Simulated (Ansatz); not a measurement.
`CC(F)Cl` → `CCl` + `[CH]F` at 400 K and 1 bar (formal loss of a carbene).

Isolated molecules relaxed with PBE0-D4/def2-TZVP in Ansatz; ΔE leaves out vibrations. CBS: MP2 limit from def2 TZ/QZ plus the TZ coupled-cluster correction, frozen cores. This one scheme is used for every species.

```json
{"species": "`CC(F)Cl`", "CCSD(T)/CBS energy (Eh)": "-638.08166", "H − E (kJ/mol)": "177.3", "S (J/(mol·K))": "315.2"}
{"species": "`CCl`", "CCSD(T)/CBS energy (Eh)": "-499.63220", "H − E (kJ/mol)": "114.2", "S (J/(mol·K))": "247.0"}
{"species": "`[CH]F`", "CCSD(T)/CBS energy (Eh)": "-138.29972", "H − E (kJ/mol)": "46.3", "S (J/(mol·K))": "233.5"}
```

H − E and S are ideal-gas, rigid-rotor, harmonic terms from PBE0-D4/def2-TZVP, for one conformer and one mirror image of each species. 1 Eh = 2625.50 kJ/mol, R = 8.31446 J/(mol·K).

Problem. By hand: ΔE, ΔH, ΔS and ΔG.

Solution. ΔE = (-499.63220) + (-138.29972) − (-638.08166) = 0.14974 Eh = 393.1 kJ/mol. Δ(H − E) = 114.2 + 46.3 − 177.3 = -16.8, so ΔH = 376.3 kJ/mol. ΔS = 247.0 + 233.5 − 315.2 = 165.3 J/(mol·K). ΔG = 376.3 − 400 × (165.3)/1000 = 310.2 kJ/mol.

Problem. By hand: the equilibrium constant, and the temperature at which ΔG would vanish if ΔH and ΔS stayed fixed.

Solution. log₁₀ K = −ΔG/(RT ln 10) = -40.5. ΔG = 0 at ΔH/ΔS = 2276 K.

The number of gas molecules changes by +1, which sets the sign of ΔS. A doubt of 5 kJ/mol in ΔE shifts log₁₀ K by 0.7 here. Other conformers and mirror images would add mixing entropy, several J/(mol·K) or more a flexible species. These are equilibria of isolated gas molecules and say nothing of rates. Largest T1 diagnostic: 0.018 (customary marks: 0.02 for closed shells, 0.045 for open ones).
